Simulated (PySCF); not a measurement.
Match the calculated data to a structure.

All candidates are C6H6.

| technique | computed result |
| --- | --- |
| Rotational structure | rotational constants A, B, C: 7.035, 5.440, 5.440 GHz [PBE0-D3(BJ)/def2-SVP] |
| UV, first state | lowest singlet excitation: 6.72 eV (185 nm, f = 0.000 summed over 2 states within 0.01 eV) [TDDFT CAM-B3LYP/def2-SVPD] |
| Valence photoelectron | vertical ionisation energy: 8.84 eV [ΔSCF CAM-B3LYP/def2-SVPD] |
| Couplings | largest of the computed one-bond spin–spin couplings (means over like bonds): 13C–1H +189.7 (×6), 13C–13C +22.8 (×9) Hz [B3LYP/pcJ-1, spin–dipole term left out] |
| Polarisability | 56.5 au [CAM-B3LYP/def2-SVPD] |
| 13C NMR | chemical shifts (computed TMS as zero) by class: 33.1 (6 C) ppm [GIAO KT2/pcSseg-2] |

Electronic properties: PySCF, gas phase, density fitting. Levels stand in brackets. Isolated species at its PBE0-D3(BJ)/def2-SVP geometry, gas phase. NMR classes are plain means over equivalent atoms (diastereotopic ones count apart unless rotation or inversion swaps them), as if these changed places fast.

**Question.** Which candidate is it?
A. `C=C1C=CC1=C`
B. `C#C[C@H]1C=CC1`
C. `C1=CC2C3C1C23`
D. `C12C3C1C1C2C31`

**Answer.** D. It is `C12C3C1C1C2C31`. Numbering: `[C@H:1]12[C@@H:2]3[C@H:3]1[C@@H:4]1[C@H:5]2[C@H:6]31`. Its formula, C6H6, gives 4 degrees of unsaturation: 4 rings and 0 π bonds in the structure found. 6 carbons fall into 1 class: sp3 carbon at a ring junction [C1/C2/C3/C4/C5/C6] (33.1 ppm, 6 C). The couplings run between: +189.7 Hz, sp3 carbon at a ring junction [C1] and its hydrogen (with 5 like pairs); +22.8 Hz, sp3 carbon at a ring junction [C1] and sp3 carbon at a ring junction [C2] (with 8 like pairs). The optimised geometry has point group D3h and is a prolate symmetric top.

The others, at the same levels:
- `C=C1C=CC1=C` fails: it has 3 carbon classes against 1; its computed 13C shifts are 154.4 (2 C), 147.7 (2 C), 93.1 (2 C) ppm, rotational constant A is 5.589 GHz (against 7.035 GHz) and smallest rotational constant is 2.418 GHz (against 5.440 GHz).
- `C1=CC2C3C1C23` fails: it has 3 carbon classes against 1; its computed 13C shifts are 134.4 (2 C), 52.5 (2 C), 38.8 (2 C) ppm, rotational constant A is 7.467 GHz (against 7.035 GHz) and smallest rotational constant is 3.907 GHz (against 5.440 GHz).
- `C#C[C@H]1C=CC1` fails: its computed lowest singlet excitation is 6.36 eV (195 nm, f = 0.000) (against 6.72 eV), vertical ionisation energy is 9.55 eV (against 8.84 eV) and static isotropic polarisability is 66.5 au (against 56.5 au).
